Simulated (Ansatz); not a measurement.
Diamond-structure Si was calculated with HSE06 in Ansatz (PAW).

Settings: plane-wave cutoff 520 eV, 8×8×8 k mesh, finite displacements, scalar-relativistic PAW data made under PBE.

The cell has the measured lattice: a = b = c = 5.430 Å, α = β = γ = 90.00°.

### Question
Predict the zone-centre TO phonon frequency.

### Answer

- zone-centre TO phonon frequency = 531 cm⁻¹

Measured, for comparison: zone-centre TO phonon frequency 525 cm⁻¹ (low temperature, zero-point motion not removed; as tabulated in Tanner et al. (2021), arXiv:2110.11888). Computed (rounded) less measured: zone-centre TO phonon frequency +1 %.

Note: the cell isn't this level's own, so it is under some stress, which shifts stiffness and frequencies.

The result took very roughly 30 core-minutes.

Ansatz is a first-principles code.
